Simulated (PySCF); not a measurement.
Atomic charges against the basis set

Compound: C5H7F.
Z-matrix (Å and degrees, PBE0-D3(BJ)/def2-SVP geometry), rows numbered from 1:
```
C 
C   1  1.3325
C   2  1.5014  1  125.04
C   3  1.4990  2  112.53  1   119.97
C   4  1.3282  3  123.09  2  -119.67
F   5  1.3308  4  122.73  3   179.65
H   1  1.0930  2  121.50  3  -179.83
H   1  1.0950  2  121.45  3     0.18
H   2  1.0977  1  119.06  3   179.35
H   3  1.1020  2  109.82  1    -3.22
H   3  1.1066  2  108.72  1  -119.36
H   4  1.0955  3  118.82  2    59.38
H   5  1.0953  4  124.71  3    -0.47
```

PBE0 throughout (PySCF), one geometry, spherical d and f functions. One conformer (not necessarily the lowest) at the PBE0-D3(BJ)/def2-SVP geometry, without solvent, vibrations or thermal averaging. The first 7 of 12 kinds of atom are listed.

Mulliken charges (e):

| basis | functions | C1 | C2 | C3 | C4 | C5 | F6 | H7 |
| --- | --- | --- | --- | --- | --- | --- | --- | --- |
| STO-3G | 37 | -0.174 | -0.074 | -0.152 | -0.117 | +0.015 | -0.069 | +0.081 |
| 6-31G | 68 | -0.353 | -0.072 | -0.446 | -0.149 | +0.146 | -0.317 | +0.160 |
| pcSseg-0 | 68 | -0.406 | -0.214 | -0.588 | -0.277 | +0.174 | -0.354 | +0.221 |
| 6-31G* | 98 | -0.391 | -0.071 | -0.432 | -0.189 | +0.175 | -0.301 | +0.172 |
| cc-pVDZ | 119 | -0.031 | -0.115 | +0.015 | -0.121 | +0.180 | -0.173 | +0.045 |
| def2-SVP | 119 | -0.081 | -0.112 | +0.031 | -0.132 | +0.185 | -0.209 | +0.054 |
| aug-cc-pVDZ | 201 | +0.277 | +1.064 | +0.338 | +0.800 | +0.569 | -0.473 | -0.389 |
| 6-311+G(2d,p) | 204 | -0.472 | +0.224 | -0.429 | +0.179 | -0.086 | -0.271 | +0.120 |
| def2-TZVP | 228 | -0.289 | -0.115 | -0.141 | -0.143 | +0.050 | -0.185 | +0.129 |
| cc-pVTZ | 278 | -0.277 | -0.094 | -0.138 | -0.170 | +0.097 | -0.165 | +0.121 |
| IGLO-III | 280 | -0.234 | -0.048 | -0.245 | -0.056 | +0.129 | -0.237 | +0.109 |
| pcSseg-2 | 314 | -0.114 | -0.094 | +0.064 | -0.119 | +0.223 | -0.254 | +0.062 |

IAO charges (e):

```
        basis  functions      C1      C2      C3      C4      C5      F6      H7
       STO-3G         37  -0.271  -0.133  -0.262  -0.196  +0.015  -0.084  +0.135
        6-31G         68  -0.321  -0.126  -0.268  -0.192  +0.106  -0.250  +0.154
     pcSseg-0         68  -0.305  -0.129  -0.274  -0.200  +0.114  -0.238  +0.149
       6-31G*         98  -0.310  -0.121  -0.253  -0.200  +0.143  -0.257  +0.148
      cc-pVDZ        119  -0.315  -0.122  -0.254  -0.201  +0.140  -0.257  +0.149
     def2-SVP        119  -0.306  -0.119  -0.250  -0.196  +0.142  -0.258  +0.145
  aug-cc-pVDZ        201  -0.328  -0.127  -0.257  -0.199  +0.138  -0.273  +0.155
6-311+G(2d,p)        204  -0.327  -0.127  -0.259  -0.199  +0.138  -0.274  +0.155
    def2-TZVP        228  -0.327  -0.126  -0.259  -0.201  +0.142  -0.273  +0.154
      cc-pVTZ        278  -0.327  -0.126  -0.259  -0.202  +0.142  -0.270  +0.154
     IGLO-III        280  -0.329  -0.127  -0.260  -0.200  +0.139  -0.274  +0.155
     pcSseg-2        314  -0.327  -0.126  -0.259  -0.200  +0.141  -0.274  +0.155
```

Hirshfeld charges (e):

```json
{"basis": "STO-3G", "functions": "37", "C1": "-0.070", "C2": "-0.026", "C3": "+0.004", "C4": "-0.073", "C5": "+0.030", "F6": "-0.024", "H7": "+0.026"}
{"basis": "6-31G", "functions": "68", "C1": "-0.107", "C2": "-0.037", "C3": "-0.045", "C4": "-0.067", "C5": "+0.029", "F6": "-0.097", "H7": "+0.046"}
{"basis": "pcSseg-0", "functions": "68", "C1": "-0.101", "C2": "-0.033", "C3": "-0.048", "C4": "-0.068", "C5": "+0.034", "F6": "-0.085", "H7": "+0.045"}
{"basis": "6-31G*", "functions": "98", "C1": "-0.107", "C2": "-0.039", "C3": "-0.048", "C4": "-0.072", "C5": "+0.030", "F6": "-0.085", "H7": "+0.046"}
{"basis": "cc-pVDZ", "functions": "119", "C1": "-0.105", "C2": "-0.036", "C3": "-0.057", "C4": "-0.072", "C5": "+0.027", "F6": "-0.074", "H7": "+0.045"}
{"basis": "def2-SVP", "functions": "119", "C1": "-0.107", "C2": "-0.036", "C3": "-0.059", "C4": "-0.071", "C5": "+0.032", "F6": "-0.082", "H7": "+0.046"}
{"basis": "aug-cc-pVDZ", "functions": "201", "C1": "-0.110", "C2": "-0.043", "C3": "-0.073", "C4": "-0.073", "C5": "+0.030", "F6": "-0.091", "H7": "+0.049"}
{"basis": "6-311+G(2d,p)", "functions": "204", "C1": "-0.107", "C2": "-0.043", "C3": "-0.069", "C4": "-0.073", "C5": "+0.031", "F6": "-0.095", "H7": "+0.048"}
{"basis": "def2-TZVP", "functions": "228", "C1": "-0.109", "C2": "-0.041", "C3": "-0.069", "C4": "-0.073", "C5": "+0.031", "F6": "-0.090", "H7": "+0.048"}
{"basis": "cc-pVTZ", "functions": "278", "C1": "-0.109", "C2": "-0.040", "C3": "-0.068", "C4": "-0.072", "C5": "+0.030", "F6": "-0.086", "H7": "+0.048"}
{"basis": "IGLO-III", "functions": "280", "C1": "-0.109", "C2": "-0.042", "C3": "-0.072", "C4": "-0.073", "C5": "+0.031", "F6": "-0.091", "H7": "+0.049"}
{"basis": "pcSseg-2", "functions": "314", "C1": "-0.110", "C2": "-0.041", "C3": "-0.073", "C4": "-0.072", "C5": "+0.032", "F6": "-0.092", "H7": "+0.049"}
```

ESP-fitted charges (e):

```
        basis  functions      C1      C2      C3      C4      C5      F6      H7
       STO-3G         37  -0.364  +0.082  -0.264  -0.141  +0.028  -0.062  +0.122
        6-31G         68  -0.528  +0.025  -0.197  -0.275  +0.110  -0.203  +0.195
     pcSseg-0         68  -0.576  +0.065  -0.286  -0.273  +0.103  -0.203  +0.208
       6-31G*         98  -0.528  +0.009  -0.146  -0.228  -0.015  -0.124  +0.195
      cc-pVDZ        119  -0.505  +0.006  -0.125  -0.243  +0.003  -0.131  +0.186
     def2-SVP        119  -0.504  +0.010  -0.119  -0.252  +0.032  -0.148  +0.184
  aug-cc-pVDZ        201  -0.572  +0.043  -0.181  -0.247  +0.024  -0.159  +0.205
6-311+G(2d,p)        204  -0.595  +0.043  -0.191  -0.235  -0.006  -0.154  +0.214
    def2-TZVP        228  -0.583  +0.039  -0.168  -0.240  -0.004  -0.146  +0.210
      cc-pVTZ        278  -0.556  +0.027  -0.151  -0.236  -0.008  -0.139  +0.201
     IGLO-III        280  -0.573  +0.033  -0.154  -0.240  +0.001  -0.151  +0.207
     pcSseg-2        314  -0.579  +0.042  -0.172  -0.253  +0.027  -0.160  +0.208
```

Q: Which scheme is steadiest as the basis changes?

A: Largest range over the bases for any column: Hirshfeld 0.08 e, IAO 0.19 e, ESP-fitted 0.23 e, Mulliken 1.28 e. Hirshfeld charges move least and Mulliken charges most, counted in e. Without the minimal STO-3G basis the ranges are Hirshfeld 0.03, IAO 0.04, ESP-fitted 0.17, Mulliken 1.28 e.

Q: How much do the charges still move between the two largest bases, IGLO-III and pcSseg-2?

A: At most, over all atoms: Mulliken 0.308 e, IAO 0.002 e, Hirshfeld 0.001 e, ESP-fitted 0.026 e.

Q: What do the same runs give for the total energy, the frontier levels and the dipole moment?

A: 
```
        basis  energy (Eh)  HOMO (eV)  LUMO (eV)  μ (D)
       STO-3G    -290.4134      -4.52       3.44   0.46
        6-31G    -294.1224      -7.07       0.42   1.66
     pcSseg-0    -293.5318      -7.32       0.17   1.64
       6-31G*    -294.1850      -6.91       0.49   1.24
      cc-pVDZ    -294.2108      -7.07       0.25   1.27
     def2-SVP    -293.9785      -7.17       0.17   1.34
  aug-cc-pVDZ    -294.2312      -7.27      -0.22   1.45
6-311+G(2d,p)    -294.2836      -7.29      -0.21   1.48
    def2-TZVP    -294.3096      -7.25      -0.06   1.39
      cc-pVTZ    -294.2998      -7.21       0.02   1.35
     IGLO-III    -294.3166      -7.28      -0.16   1.43
     pcSseg-2    -294.3104      -7.29      -0.14   1.44
```

The dipole is fixed by the density alone, so its range of 1.20 D shows that the density itself changes with the basis, not only its division among atoms.
